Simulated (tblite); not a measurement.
# Si2H6S (SMILES [SiH3]S[SiH3]) at 3 levels

Aim: a comparison of 3 runs (IPEA1-xTB, GFN2-xTB, GFN1-xTB) of Si2H6S. 

The results are computed with tblite 0.8.0.

14 further runs of the same task are left out: 14 set aside as unsound or not needed.

**1. The structure to begin with**

The species is Si2H6S (9 atoms), meant as a singlet with charge 0. SMILES: `[SiH3]S[SiH3]`. The Si1–H4 distance was set to 1.895 Å, away from the relaxed value.

Bond lengths: Si1–S2 2.145 Å, S2–Si3 2.146 Å, Si1–H5 1.451 Å, Si1–H6 1.458 Å, Si3–H7 1.452 Å, Si3–H8 1.458 Å, Si3–H9 1.458 Å. Angles: Si1–S2–Si3 104.0°, S2–Si1–H5 103.1°, S2–Si1–H6 108.4°, S2–Si3–H7 103.1°, S2–Si3–H8 108.6°, S2–Si3–H9 108.3°, H5–Si1–H6 113.0°, H7–Si3–H8 113.1°, H7–Si3–H9 113.0°, H8–Si3–H9 110.4°. A long bond or contact: Si1–H4 1.895 Å.

**2. Energy and forces at IPEA1-xTB (run 1)**

Contents of calc.py:

```python
"""IPEA1-xTB energy and gradient with ASE"""
import json
import numpy as np
from ase import Atom, Atoms
from tblite.ase import TBLite
from ase.units import Debye

system = Atoms([
    Atom("Si", (-0.553416, 1.464403, -0.819857)),
    Atom("S", (1.411374, 0.709953, -0.405037)),
    Atom("Si", (1.084064, -0.794227, 1.089863)),
    Atom("H", (-1.629650, 0.033580, -1.442260)),
    Atom("H", (-0.311306, 2.475293, -1.832827)),
    Atom("H", (-1.103926, 2.014483, 0.413483)),
    Atom("H", (2.422054, -1.293227, 1.352643)),
    Atom("H", (0.193154, -1.809267, 0.540213)),
    Atom("H", (0.474554, -0.159447, 2.252853)),
])
start = system.get_positions()

system.calc = TBLite(method="IPEA1-xTB", accuracy=0.1, spin_polarization=1.0, verbosity=0)
print(f"E: {system.get_potential_energy():.6f} eV")
print(f"Dipole: {np.linalg.norm(system.get_dipole_moment()) / Debye:.4f} D")
print("Charges:", np.round(system.get_charges(), 4))
print("Forces (eV/angstrom):")
for a, F in zip(system, system.get_forces()):
    print(f"{a.symbol:<2} {F[0]:11.6f} {F[1]:11.6f} {F[2]:11.6f}")
json.dump(dict(energy=system.get_potential_energy(), forces=system.get_forces().tolist(), dipole=system.get_dipole_moment().tolist(), charges=system.get_charges().tolist(),
               symbols=system.get_chemical_symbols(), start=start.tolist(), final=system.positions.tolist()), open("results.json", "w"))
```

Command:

```bash
$ python calc.py
```

Output:

```text
E: -299.322994 eV
Dipole: 1.3062 D
Charges: [ 0.2293 -0.1458  0.1985 -0.0697 -0.0418 -0.0433 -0.0394 -0.0457 -0.0421]
Forces (eV/angstrom):
Si   -0.860902   -2.503816   -0.648289
S    -1.145619   -0.325600    0.372863
Si   -0.055184    0.564602   -0.543379
H     2.192132    3.157249    1.301234
H    -0.330399   -0.558163    0.327182
H     0.007597   -0.366465   -0.753002
H    -0.546367    0.111279   -0.021381
H     0.437183    0.337196    0.366156
H     0.301559   -0.416283   -0.401384
```

Run time: 0.39 s. Hardware: 1 thread of Intel Xeon at 2.70GHz, shared host.

**3. Energy and forces at GFN2-xTB (run 2)**

Contents of start.xyz:

```xyz
9

Si    -0.553416     1.464403    -0.819857
S      1.411374     0.709953    -0.405037
Si     1.084064    -0.794227     1.089863
H     -1.629650     0.033580    -1.442260
H     -0.311306     2.475293    -1.832827
H     -1.103926     2.014483     0.413483
H      2.422054    -1.293227     1.352643
H      0.193154    -1.809267     0.540213
H      0.474554    -0.159447     2.252853
```

Contents of calc.py:

```python
import json
import numpy as np
from tblite.interface import Calculator
from tblite.interface import symbols_to_numbers

symbols = list(map(str, np.loadtxt("start.xyz", skiprows=2, usecols=0, dtype=str, ndmin=1)))
numbers = np.array(symbols_to_numbers(symbols))
positions = np.loadtxt("start.xyz", skiprows=2, usecols=(1, 2, 3), ndmin=2) / 0.52917721

tb = Calculator("GFN2-xTB", numbers, positions, charge=0, uhf=0)
tb.set("verbosity", 0)
tb.set("accuracy", 0.1)
sp = tb.singlepoint()

print(f"Energy: {sp.get('energy') * 627.5095:.8f} kcal/mol")
eps = np.atleast_2d(sp.get("orbital-energies")) * 27.211386
occ = np.atleast_2d(sp.get("orbital-occupations"))
filled = occ.sum(axis=0) if eps.shape[0] == 1 else occ[0]
homo = np.nonzero(filled > 0.5)[0].max()
print("  MO   occupation   energy/eV")
for i in range(max(0, homo - 4), min(eps.shape[1], homo + 5)):
    print(f"{i + 1:4d} {filled[i]:10.4f} {eps[0, i]:12.4f}")
mu = sp.get("dipole") * 2.541746
print(f"|mu|: {np.linalg.norm(mu):.4f} D, components " + " ".join(f"{c:.4f}" for c in mu))
q = sp.get("charges")
g = sp.get("gradient")
print("atom     charge      dE/dx        dE/dy        dE/dz   (Eh/bohr)")
for i, s in enumerate(symbols):
    print(f"{s:<2}{i + 1:<3} {q[i]:9.4f} {g[i, 0]:12.7f} {g[i, 1]:12.7f} {g[i, 2]:12.7f}")
print(f"gradient norm {np.linalg.norm(g):.6f} Eh/bohr")
out = {k: np.asarray(sp.get(k)).tolist() for k in ("energy", "gradient", "charges", "dipole", "orbital-energies", "orbital-occupations")}
out.update(symbols=symbols, positions=(positions * 0.529177210903).tolist())
json.dump(out, open("results.json", "w"))
```

Command:

```bash
$ python calc.py
```

Output:

```text
Energy: -6144.31214857 kcal/mol
  MO   occupation   energy/eV
   6     2.0000     -12.2492
   7     2.0000     -11.5409
   8     2.0000     -11.5135
   9     2.0000     -10.9864
  10     2.0000     -10.2383
  11     0.0000      -6.3744
  12     0.0000      -5.6961
  13     0.0000      -5.5915
  14     0.0000      -5.4138
|mu|: 2.3901 D, components -1.7570 -0.1089 1.6167
atom     charge      dE/dx        dE/dy        dE/dz   (Eh/bohr)
Si1      0.5009    0.0214333    0.0311975    0.0133538
S 2     -0.4616    0.0024814   -0.0004479    0.0013538
Si3      0.4869    0.0010540    0.0018051   -0.0004477
H 4     -0.1606   -0.0269479   -0.0363698   -0.0162132
H 5     -0.0563    0.0013654    0.0022385    0.0008447
H 6     -0.0705    0.0014521    0.0027791    0.0011900
H 7     -0.0688   -0.0000549   -0.0002283   -0.0001234
H 8     -0.0824   -0.0005120   -0.0007200    0.0001010
H 9     -0.0875   -0.0002713   -0.0002541   -0.0000590
gradient norm 0.062892 Eh/bohr
```

Wall time 0.16 s (1 thread of Intel Xeon at 2.70GHz, shared host).

**4. Energy and gradient at GFN1-xTB (run 3)**

Contents of input.xyz:

```xyz
9

Si    -0.553416     1.464403    -0.819857
S      1.411374     0.709953    -0.405037
Si     1.084064    -0.794227     1.089863
H     -1.629650     0.033580    -1.442260
H     -0.311306     2.475293    -1.832827
H     -1.103926     2.014483     0.413483
H      2.422054    -1.293227     1.352643
H      0.193154    -1.809267     0.540213
H      0.474554    -0.159447     2.252853
```

Contents of xtb_job.py:

```python
# GFN1-xTB energy and gradient
import json
import numpy as np
from tblite.interface import Calculator
from tblite.interface import symbols_to_numbers

symbols = list(map(str, np.loadtxt("input.xyz", skiprows=2, usecols=0, dtype=str, ndmin=1)))
numbers = np.array(symbols_to_numbers(symbols))
positions = np.loadtxt("input.xyz", skiprows=2, usecols=(1, 2, 3), ndmin=2) / 0.529177210903

tb = Calculator("GFN1-xTB", numbers, positions, charge=0, uhf=0)
tb.set("accuracy", 0.1)
res = tb.singlepoint()

print(f"total energy: {res.get('energy') * 2625.4996:.8f} kJ/mol")
eps = np.atleast_2d(res.get("orbital-energies")) * 27.211386
occ = np.atleast_2d(res.get("orbital-occupations"))
filled = occ.sum(axis=0) if eps.shape[0] == 1 else occ[0]
homo = np.nonzero(filled > 0.5)[0].max()
print("  MO   occupation   energy/eV")
for i in range(max(0, homo - 4), min(eps.shape[1], homo + 5)):
    print(f"{i + 1:4d} {filled[i]:10.4f} {eps[0, i]:12.4f}")
mu = res.get("dipole") * 2.541746
print(f"Dipole moment: {np.linalg.norm(mu):.4f} D, components " + " ".join(f"{c:.4f}" for c in mu))
q = res.get("charges")
g = res.get("gradient")
print("atom     charge      dE/dx        dE/dy        dE/dz   (Eh/bohr)")
for i, s in enumerate(symbols):
    print(f"{s:<2}{i + 1:<3} {q[i]:9.4f} {g[i, 0]:12.7f} {g[i, 1]:12.7f} {g[i, 2]:12.7f}")
print(f"gradient norm {np.linalg.norm(g):.6f} Eh/bohr")
out = {k: np.asarray(res.get(k)).tolist() for k in ("energy", "gradient", "charges", "dipole", "orbital-energies", "orbital-occupations")}
out.update(symbols=symbols, positions=(positions * 0.529177210903).tolist())
json.dump(out, open("results.json", "w"))
```

Command:

```bash
$ python xtb_job.py
```

Output:

```text
------------------------------------------------------------
  cycle        total energy    energy error   density error
------------------------------------------------------------
      1     -10.66800407321  -1.0731915E+01   3.5280614E-01
      2     -10.70713265976  -3.9128587E-02   1.9135031E-01
      3     -10.70704964386   8.3015899E-05   8.3473262E-02
      4     -10.71127827932  -4.2286355E-03   1.7024407E-02
      5     -10.71160753990  -3.2926058E-04   5.5893559E-03
      6     -10.71165922169  -5.1681791E-05   3.0971917E-03
      7     -10.71167421135  -1.4989662E-05   1.1734298E-04
      8     -10.71167405342   1.5793426E-07   3.4769381E-04
      9     -10.71167425265  -1.9923484E-07   8.8089896E-06
     10     -10.71167425267  -2.1628921E-11   7.0602583E-06
     11     -10.71167425276  -8.3099749E-11   1.2187836E-07
------------------------------------------------------------

 total:                                   0.007 sec
total energy: -28123.49646595 kJ/mol
  MO   occupation   energy/eV
   6     2.0000     -12.8865
   7     2.0000     -12.4411
   8     2.0000     -12.3277
   9     2.0000     -11.9478
  10     2.0000     -11.7186
  11     0.0000      -5.8490
  12     0.0000      -5.6884
  13     0.0000      -5.4422
  14     0.0000      -5.2274
Dipole moment: 1.0638 D, components -0.4351 0.4645 0.8525
atom     charge      dE/dx        dE/dy        dE/dz   (Eh/bohr)
Si1      0.3103    0.0058459    0.0459353    0.0098128
S 2     -0.1580    0.0183648    0.0056133   -0.0064152
Si3      0.2847   -0.0011008   -0.0159721    0.0157103
H 4     -0.1189   -0.0305356   -0.0469547   -0.0185288
H 5     -0.0558    0.0046547    0.0027315    0.0006455
H 6     -0.0601    0.0047230    0.0016186    0.0053510
H 7     -0.0650    0.0028675    0.0010707   -0.0014779
H 8     -0.0669   -0.0028576    0.0008205   -0.0046610
H 9     -0.0703   -0.0019618    0.0051369   -0.0004366
gradient norm 0.082400 Eh/bohr
```

It took 0.16 s on 1 thread of Intel Xeon at 2.70GHz, shared host.

**5. The series**

| run | level | spin polarization | energy (Eh) | dipole moment (D) | largest force (eV/Å) | wall time |
| --- | --- | --- | --- | --- | --- | --- |
| 1 | IPEA1-xTB | 1 | -10.999917 | 1.31 | 4.058 | 0.39 s |
| 2 | GFN2-xTB | – | -9.791584 | 2.39 | 2.472 | 0.16 s |
| 3 | GFN1-xTB | – | -10.711674 | 1.06 | 3.034 | 0.16 s |

**6. Outcome**

```
                       quantity         value
            run 3: total energy  -10.71167 Eh
           run 3: dipole moment        1.06 D
             run 3: HOMO energy     -11.72 eV
             run 3: LUMO energy      -5.85 eV
           run 3: HOMO–LUMO gap       5.87 eV
run 3: largest force on an atom    3.034 eV/Å
```

**Reading.** The dipole moment (its size) runs from 1.06 D (GFN1-xTB) to 2.39 D (GFN2-xTB). Force-field and semi-empirical energies have zeros of their own, so their totals don't compare. All runs together took 0.71 s, the longest 0.39 s.
